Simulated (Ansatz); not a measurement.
Consider the substitution at a C–C bond: `CC#CC(F)F` + `C=N` → `C=NC#CC` + `FCF`.

Isolated molecules relaxed with PBE0-D4/def2-TZVP in Ansatz; ΔE leaves out vibrations. CCSD(T)/CBS is the MP2 limit (def2-TZVPP, def2-QZVPP) plus CCSD(T) − MP2 in def2-TZVPP, frozen cores. This one scheme is used for every species. Functionals use def2-TZVPP.

| level | ΔE (eV) |
| --- | --- |
| PBE-D4 | 0.02 |
| r2SCAN-D4 | 0.07 |
| r2SCANh-D4 | 0.08 |
| BHLYP-D4 | 0.13 |

What does CCSD(T)/CBS give? (Best estimate.)

The calculation gave: +0.21 eV. The listed levels differ from it by -0.19, -0.14, -0.13, -0.08 eV.

Largest T1 diagnostic among the species: 0.013.

From PBE to PBE0 (25 % exact exchange), in def2-TZVPP and without D4, ΔE moves by +0.05 eV. Leaving LDA and LC-ωPBE aside and taking each functional with its dispersion term where it has one, the values, not all of them listed here, spread over 0.21 eV, from revPBE-D4 to ωB97M-V. LDA lies −0.04 eV from PBE without D4.
